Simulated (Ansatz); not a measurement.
Coupled-cluster run, C5H11Cl (`CCCCCCl`).

```yaml
crystal:
  periodic: [false, false, false]
  atoms:
    - {symbol: C, position_ang: [-1.557665, -1.643160, -1.193554]}
    - {symbol: C, position_ang: [-0.881092, -1.081282, 0.044377]}
    - {symbol: C, position_ang: [0.060696, 0.069414, -0.268598]}
    - {symbol: C, position_ang: [0.738156, 0.632691, 0.967757]}
    - {symbol: C, position_ang: [1.688082, 1.774295, 0.691919]}
    - {symbol: Cl, position_ang: [0.842202, 3.224389, 0.070570]}
    - {symbol: H, position_ang: [-2.144087, -0.874170, -1.703875]}
    - {symbol: H, position_ang: [-2.232195, -2.465440, -0.944715]}
    - {symbol: H, position_ang: [-0.820979, -2.022017, -1.907558]}
    - {symbol: H, position_ang: [-0.326411, -1.877542, 0.554794]}
    - {symbol: H, position_ang: [-1.641426, -0.738870, 0.755836]}
    - {symbol: H, position_ang: [-0.492947, 0.868132, -0.772793]}
    - {symbol: H, position_ang: [0.826022, -0.268234, -0.979144]}
    - {symbol: H, position_ang: [1.321588, -0.157094, 1.458641]}
    - {symbol: H, position_ang: [-0.013963, 0.959543, 1.693293]}
    - {symbol: H, position_ang: [2.205566, 2.092642, 1.595876]}
    - {symbol: H, position_ang: [2.428472, 1.506715, -0.062826]}
basis:
  gaussian: {orbitals: def2-SVP}
correlation: {method: ccsd_t}
```

```sh
$ ansatz run in.yaml --threads 2 --pin off --events-out ev --progress --plain --max-ram 22528MiB --backend cuda --devices 0, --max-vram 18GiB
```

Output of Ansatz, abridged:

```
Functional definition: HF
1461 factors; integrals over basis functions are off by at most 1.3e-3 eV
mean field evaluation 1: about -17819.3867 eV, gradient 3.2e1 eV
mean field evaluation 2: about -17819.3939 eV, gradient 3.2e1 eV
mean field evaluation 4: about -17822.5270 eV, gradient 3.6e0 eV
mean field evaluation 8: about -17822.5684 eV, gradient 6.1e-5 eV
mean field -17822.56843029 eV, -654.9673092422 hartree, gradient 2.8e-6 eV, S^2 0.000000; 0 other end points of the search recorded, 0 dependent functions left out
10 core orbitals not correlated: weight in the atoms' cores, before any rotation towards them, 1.000 or more for the frozen orbitals, at most 0.000 for the correlated occupied ones
reference -17822.56843029 eV, -654.9673092422 hartree; 19, 19 occupied and 114, 114 virtual orbitals, 1461 factors
second order -23.30024612 eV of doubles, -0.00000000 eV of singles
cycle   1  -24.77677590 eV  change    -1.5e0 eV  update   9.1e-2
cycle   2  -25.39007171 eV  change   -6.1e-1 eV  update   2.7e-2
cycle   3  -25.47022533 eV  change   -8.0e-2 eV  update   8.8e-3
cycle   4  -25.47252803 eV  change   -2.3e-3 eV  update   2.3e-3
cycle   5  -25.47339399 eV  change   -8.7e-4 eV  update   6.1e-4
cycle   6  -25.47345241 eV  change   -5.8e-5 eV  update   1.7e-4
cycle   7  -25.47344409 eV  change    8.3e-6 eV  update   4.5e-5
perturbative correction -0.72518896 eV, -0.0266502027 hartree
Total energy: -17848.76706334 eV, -655.9300912489 hartree
```

It took 1.9 s on 2 threads of an AMD EPYC 7R13 on a shared host and a share of an NVIDIA H100 80 GB, with 0.82 GiB of host memory at the peak.

The correlation energy is -26.199 eV, 2.8 % of it from (T); the T1 diagnostic reads 0.0072.
